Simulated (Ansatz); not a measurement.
# BH2+ (singlet): the correlation ladder at distance B1–H2 = 1.449 Å, cc-pVQZ

One table from this session's results is given with a row withheld; the runs are named, their logs left out.

Computed with Ansatz 0.2.0, Gaussian basis. Level: cc-pVQZ, core rule «outside noble gas», up to 1 orbitals frozen.

Plan: UHF; CCSD(T) on RHF; BCCD(T) on RHF; CCSDT(Q) on RHF; CASSCF and MRCISD+Q, 4 electrons in 6 orbitals; CASSCF and NEVPT2, 4 electrons in 6 orbitals; Full CI.

## The geometry

The geometry derives from a PBE0/def2-TZVP stationary point (not a proven minimum). One bond is set to the value named and the two fragments are kept rigid.

3 atoms, charge 1, spin multiplicity 1.

Atoms are counted from 1 here; the program's logs count them from 0.

Bond lengths: B1–H2 1.449 Å, B1–H3 1.179 Å. Angles: H2–B1–H3 180.0°.

Set-up of the first run:

in.yaml reads:

```yaml
crystal:
  periodic: [false, false, false]
  atoms:
    - {symbol: B, position_ang: [0.000000, 0.000000, 0.089940]}
    - {symbol: H, position_ang: [0.000000, 0.000000, -1.359060]}
    - {symbol: H, position_ang: [0.000000, 0.000000, 1.269121]}
basis:
  gaussian: {orbitals: cc-pVQZ}
total_charge: 1
magnetization: {spin_polarized: true, initial_magnetization: 0}
hamiltonian: {xc: hf}
output: {orbitals: {seedname: orbitals}}
```

The run is started by

```bash
> ansatz run in.yaml --threads 1 --pin off --events-out ev --progress --plain --max-ram 4096MiB --backend cpu
```

Steps of the session up to this table: UHF; CCSD(T) on RHF; BCCD(T) on RHF; CCSDT(Q) on RHF; CASSCF and MRCISD+Q, 4 electrons in 6 orbitals; CASSCF and NEVPT2, 4 electrons in 6 orbitals; Full CI.

One of the session's tables, all rows but one given; the rest of the session is left out.

| method | from FCI (meV) |
| --- | --- |
| RHF | +2542.1 |
| RMP2 | +510.1 |
| RCCSD | +43.4 |
| RCCSD(T) | +9.3 |
| BCCD(T) | +9.2 |
| RCCSDT | +1.0 |
| RCCSDT(Q) | +0.2 |
| CASSCF valence | ? |
| NEVPT2 valence | +351.1 |
| MRCISD valence | +46.8 |
| MRCISD+Q valence | +27.7 |
| FCI | 0 |

Estimate the missing values for CASSCF valence.

The run gave: from FCI (meV): +1084.5. In the column «from FCI (meV)» it lies between RMP2 (+510.1) and RHF (+2542.1).
